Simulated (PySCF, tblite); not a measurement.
# 2-methyl-3-oxopropanenitrile: geometry, infrared bands, NMR shifts and spin-spin couplings

What infrared bands, NMR shifts and spin-spin couplings should 2-methyl-3-oxopropanenitrile (`C[C@H](C#N)C=O`) show?

Programs: tblite 0.8.0 and PySCF 2.14.0, with density-fitted response routines of our own. Each step states its level of theory. These are calculated values for one molecule in the gas phase, unless marked as measured. Atoms count from 0, in the outputs and in this text.

### Step 1. The starting structure

11 atoms, charge 0, multiplicity 1; geometry from: force field or distance geometry start.

Bonds of the start (Å): C0–C1 1.50, C1–C2 1.45, C2–N3 1.17, C1–C4 1.49, C4–O5 1.22, C0–H6 1.09, C0–H7 1.11, C0–H8 1.11, C1–H9 1.11, C4–H10 1.11.

### Step 2. Relaxing the molecule with GFN2-xTB

What the job is given:

```
{"job": {"kind": "relax", "xc": "GFN2-xTB", "basis": "xTB"}, "charge": 0, "multiplicity": 1}
C     -0.791400    -0.916600    -0.229300
C     -0.040400     0.260200     0.330100
C     -0.447700     1.460800    -0.383300
N     -0.800000     2.420200    -0.949700
C      1.427500     0.036200     0.282500
O      2.117100     0.025900     1.289700
H     -0.194100    -1.549800    -0.885900
H     -1.647300    -0.540900    -0.834400
H     -1.235600    -1.449900     0.640700
H     -0.339800     0.380400     1.388000
H      1.957100    -0.123800    -0.674500
```

The run is started by

```sh
$ OMP_NUM_THREADS=1 python probes_run.py task.json out
```

The driver reads the jobs from task.json and runs them one after another.

**Question.** This job is followed by: GFN2-xTB harmonic vibrations, gas phase; GIAO PBE0/pcSseg-1 NMR shielding, non-relativistic, gas phase; B3LYP/pcJ-1 indirect spin-spin coupling, non-relativistic, gas phase. Predict these results of the whole session: strongest single infrared mode (GFN2-xTB); zero-point energy (GFN2-xTB); ¹³C shifts against TMS (PBE0/pcSseg-1); ¹H shifts against TMS (PBE0/pcSseg-1, means over atoms taken as alike); ¹⁵N shifts against NH3 (PBE0/pcSseg-1); ¹⁷O shifts against H2O (PBE0/pcSseg-1); largest coupling of the table (B3LYP/pcJ-1).

**Answer**, as computed:

| quantity | value |
| --- | --- |
| strongest single infrared mode (GFN2-xTB) | 1802 cm⁻¹, 341 km/mol |
| zero-point energy (GFN2-xTB) | 51.1 kcal/mol |
| ¹³C shifts against TMS (PBE0/pcSseg-1) | 197.7, 120.6, 38.6, 15.7 ppm |
| ¹H shifts against TMS (PBE0/pcSseg-1, means over atoms taken as alike) | 9.52, 3.01, 1.56 ppm |
| ¹⁵N shifts against NH3 (PBE0/pcSseg-1) | 311.4 ppm |
| ¹⁷O shifts against H2O (PBE0/pcSseg-1) | 709.4 ppm |
| largest coupling of the table (B3LYP/pcJ-1) | ¹J(C,H) C4–H10, 188.0 Hz |

**Reading.** Relaxing lowered the energy by 0.315 eV in 57 steps; the close pair that moved most is C1–C4, from 1.486 to 1.520 Å. No mode is imaginary among the 27: a minimum at this level. The strongest single mode, at 1802 cm⁻¹, moves mainly C4 and O5. Unscaled tight-binding wavenumbers are off by several per cent, some by more. Its intensities can rank the bands wrongly. C4 (aldehyde carbonyl carbon) lies farthest downfield among carbon, at 197.7 ppm; low-lying n→π* states of the double bond to the heteroatom give a large paramagnetic term (-259 ppm). The most deshielded hydrogen is H10 (hydrogen on an aldehyde carbonyl carbon), at 9.52 ppm: the formyl region, downfield of aromatic protons. At PBE0/pcSseg-1: Shielding is most anisotropic at O5 (span 1330 ppm, paramagnetic term -769 ppm). In the run at B3LYP/pcJ-1, the largest coupling of the table is C4–H10, 188.0 Hz, of which the Fermi-contact term gives 188.1 Hz. Couplings across rotatable bonds belong to this one conformer; where others are populated, the observed values are averages.
